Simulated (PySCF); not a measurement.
Bond stretch in SMILES CS. The C1–H6 bond (C1 also carries H, H, S; H6 carries nothing else) is stretched with both fragments frozen at the PBE0/def2-TZVP optimised geometry.

- RHF/LANL2DZ = PySCF with restricted Hartree-Fock/LANL2DZ, with its core potentials past Ne
- UHF/LANL2DZ = unrestricted Hartree-Fock/LANL2DZ, with its core potentials past Ne run with PySCF
- UHF/6-31G* = unrestricted Hartree-Fock/6-31G*, spherical d in PySCF 2.14.0
- UCCSD(T) = CCSD(T) on UHF/cc-pVDZ, 6 core orbitals frozen (PySCF 2.14.0)

Energies relative to the lowest point of each curve near equilibrium, in kJ/mol; the last columns give the difference from UCCSD(T):

```json
[
 {"R / Å": "0.87", "RHF/LANL2DZ": "121.8", "UHF/LANL2DZ": "121.8", "UHF/6-31G*": "123.6", "UCCSD(T)": "143.5", "RHF/LANL2DZ − UCCSD(T)": "-21.7", "UHF/LANL2DZ − UCCSD(T)": "-21.7", "UHF/6-31G* − UCCSD(T)": "-19.9"},
 {"R / Å": "0.92", "RHF/LANL2DZ": "62.9", "UHF/LANL2DZ": "62.9", "UHF/6-31G*": "64.4", "UCCSD(T)": "79.3", "RHF/LANL2DZ − UCCSD(T)": "-16.4", "UHF/LANL2DZ − UCCSD(T)": "-16.4", "UHF/6-31G* − UCCSD(T)": "-14.9"},
 {"R / Å": "0.98", "RHF/LANL2DZ": "21.2", "UHF/LANL2DZ": "21.2", "UHF/6-31G*": "22.2", "UCCSD(T)": "31.4", "RHF/LANL2DZ − UCCSD(T)": "-10.3", "UHF/LANL2DZ − UCCSD(T)": "-10.3", "UHF/6-31G* − UCCSD(T)": "-9.2"},
 {"R / Å": "1.03", "RHF/LANL2DZ": "4.4", "UHF/LANL2DZ": "4.4", "UHF/6-31G*": "5.0", "UCCSD(T)": "9.9", "RHF/LANL2DZ − UCCSD(T)": "-5.5", "UHF/LANL2DZ − UCCSD(T)": "-5.5", "UHF/6-31G* − UCCSD(T)": "-4.9"},
 {"R / Å": "1.06", "RHF/LANL2DZ": "0.4", "UHF/LANL2DZ": "0.4", "UHF/6-31G*": "0.7", "UCCSD(T)": "3.1", "RHF/LANL2DZ − UCCSD(T)": "-2.7", "UHF/LANL2DZ − UCCSD(T)": "-2.7", "UHF/6-31G* − UCCSD(T)": "-2.4"},
 {"R / Å": "1.09", "RHF/LANL2DZ": "0.0", "UHF/LANL2DZ": "0.0", "UHF/6-31G*": "0.0", "UCCSD(T)": "0.0", "RHF/LANL2DZ − UCCSD(T)": "0.0", "UHF/LANL2DZ − UCCSD(T)": "0.0", "UHF/6-31G* − UCCSD(T)": "0.0"},
 {"R / Å": "1.13", "RHF/LANL2DZ": "4.2", "UHF/LANL2DZ": "4.2", "UHF/6-31G*": "3.8", "UCCSD(T)": "0.7", "RHF/LANL2DZ − UCCSD(T)": "3.5", "UHF/LANL2DZ − UCCSD(T)": "3.5", "UHF/6-31G* − UCCSD(T)": "3.1"},
 {"R / Å": "1.15", "RHF/LANL2DZ": "8.0", "UHF/LANL2DZ": "8.0", "UHF/6-31G*": "7.4", "UCCSD(T)": "2.8", "RHF/LANL2DZ − UCCSD(T)": "5.1", "UHF/LANL2DZ − UCCSD(T)": "5.1", "UHF/6-31G* − UCCSD(T)": "4.6"},
 {"R / Å": "1.21", "RHF/LANL2DZ": "24.6", "UHF/LANL2DZ": "24.6", "UHF/6-31G*": "23.5", "UCCSD(T)": "14.6", "RHF/LANL2DZ − UCCSD(T)": "10.0", "UHF/LANL2DZ − UCCSD(T)": "10.0", "UHF/6-31G* − UCCSD(T)": "8.9"},
 {"R / Å": "1.26", "RHF/LANL2DZ": "43.1", "UHF/LANL2DZ": "43.1", "UHF/6-31G*": "41.6", "UCCSD(T)": "29.1", "RHF/LANL2DZ − UCCSD(T)": "14.0", "UHF/LANL2DZ − UCCSD(T)": "14.0", "UHF/6-31G* − UCCSD(T)": "12.5"},
 {"R / Å": "1.34", "RHF/LANL2DZ": "78.3", "UHF/LANL2DZ": "78.3", "UHF/6-31G*": "76.3", "UCCSD(T)": "58.1", "RHF/LANL2DZ − UCCSD(T)": "20.2", "UHF/LANL2DZ − UCCSD(T)": "20.2", "UHF/6-31G* − UCCSD(T)": "18.2"},
 {"R / Å": "1.47", "RHF/LANL2DZ": "143.4", "UHF/LANL2DZ": "143.4", "UHF/6-31G*": "140.6", "UCCSD(T)": "112.7", "RHF/LANL2DZ − UCCSD(T)": "30.7", "UHF/LANL2DZ − UCCSD(T)": "30.7", "UHF/6-31G* − UCCSD(T)": "28.0"},
 {"R / Å": "1.63", "RHF/LANL2DZ": "226.7", "UHF/LANL2DZ": "226.7", "UHF/6-31G*": "222.9", "UCCSD(T)": "181.1", "RHF/LANL2DZ − UCCSD(T)": "45.5", "UHF/LANL2DZ − UCCSD(T)": "45.5", "UHF/6-31G* − UCCSD(T)": "41.8"},
 {"R / Å": "1.81", "RHF/LANL2DZ": "316.6", "UHF/LANL2DZ": "294.6", "UHF/6-31G*": "290.3", "UCCSD(T)": "253.1", "RHF/LANL2DZ − UCCSD(T)": "63.5", "UHF/LANL2DZ − UCCSD(T)": "41.5", "UHF/6-31G* − UCCSD(T)": "37.2"},
 {"R / Å": "1.96", "RHF/LANL2DZ": "385.8", "UHF/LANL2DZ": "325.8", "UHF/6-31G*": "321.1", "UCCSD(T)": "304.1", "RHF/LANL2DZ − UCCSD(T)": "81.7", "UHF/LANL2DZ − UCCSD(T)": "21.8", "UHF/6-31G* − UCCSD(T)": "17.1"},
 {"R / Å": "2.19", "RHF/LANL2DZ": "480.1", "UHF/LANL2DZ": "350.7", "UHF/6-31G*": "345.6", "UCCSD(T)": "365.8", "RHF/LANL2DZ − UCCSD(T)": "114.2", "UHF/LANL2DZ − UCCSD(T)": "-15.2", "UHF/6-31G* − UCCSD(T)": "-20.2"},
 {"R / Å": "2.38", "RHF/LANL2DZ": "547.5", "UHF/LANL2DZ": "360.4", "UHF/6-31G*": "355.3", "UCCSD(T)": "400.4", "RHF/LANL2DZ − UCCSD(T)": "147.0", "UHF/LANL2DZ − UCCSD(T)": "-40.0", "UHF/6-31G* − UCCSD(T)": "-45.2"},
 {"R / Å": "2.64", "RHF/LANL2DZ": "625.8", "UHF/LANL2DZ": "366.6", "UHF/6-31G*": "361.5", "UCCSD(T)": "424.0", "RHF/LANL2DZ − UCCSD(T)": "201.8", "UHF/LANL2DZ − UCCSD(T)": "-57.4", "UHF/6-31G* − UCCSD(T)": "-62.5"},
 {"R / Å": "2.92", "RHF/LANL2DZ": "694.7", "UHF/LANL2DZ": "369.3", "UHF/6-31G*": "364.2", "UCCSD(T)": "432.7", "RHF/LANL2DZ − UCCSD(T)": "262.0", "UHF/LANL2DZ − UCCSD(T)": "-63.5", "UHF/6-31G* − UCCSD(T)": "-68.5"},
 {"R / Å": "3.24", "RHF/LANL2DZ": "758.1", "UHF/LANL2DZ": "370.4", "UHF/6-31G*": "365.4", "UCCSD(T)": "435.9", "RHF/LANL2DZ − UCCSD(T)": "322.2", "UHF/LANL2DZ − UCCSD(T)": "-65.6", "UHF/6-31G* − UCCSD(T)": "-70.5"},
 {"R / Å": "3.80", "RHF/LANL2DZ": "840.0", "UHF/LANL2DZ": "371.0", "UHF/6-31G*": "366.1", "UCCSD(T)": "437.4", "RHF/LANL2DZ − UCCSD(T)": "402.5", "UHF/LANL2DZ − UCCSD(T)": "-66.5", "UHF/6-31G* − UCCSD(T)": "-71.4"}
]
```

RHF/LANL2DZ is furthest from UCCSD(T) at 3.80 (402.5 kJ/mol, above); its mean absolute difference over the points is 84.8 kJ/mol.

UHF/LANL2DZ is furthest from UCCSD(T) at 3.80 (-66.5 kJ/mol, below); its mean absolute difference over the points is 26.5 kJ/mol.

UHF/6-31G* is furthest from UCCSD(T) at 3.80 (-71.4 kJ/mol, below); its mean absolute difference over the points is 26.7 kJ/mol.

The restricted form behind RHF/LANL2DZ keeps the bonding electrons paired and can't separate into open-shell fragments. The unrestricted determinant behind UHF/LANL2DZ, UHF/6-31G*, UCCSD(T) is spin-contaminated at 1.81 to 3.80 Å (<S²> up to 1.0, against 0.00 for a pure singlet).
